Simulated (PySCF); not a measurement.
formaldehyde (CH₂O), SMILES C=O. Geometry: PBE0-D3(BJ)/def2-TZVPD.

TDA-PBE/def2-TZVPD (PySCF) puts the lowest singlet excitations at 3.91, 6.17, 7.41, 7.51, 8.00, 8.67 eV.

Task: What are the lowest excitation roots from PySCF 2.14.0 with ADC(2)/aug-cc-pVDZ? (Estimate from the structure and the level; the computed values follow.)

Result: 4.01, 6.29, 7.29, 7.39, 7.96, 9.54 eV. S1 differs by 0.10 eV (second minus first; roots are paired by order, and the bases may differ).
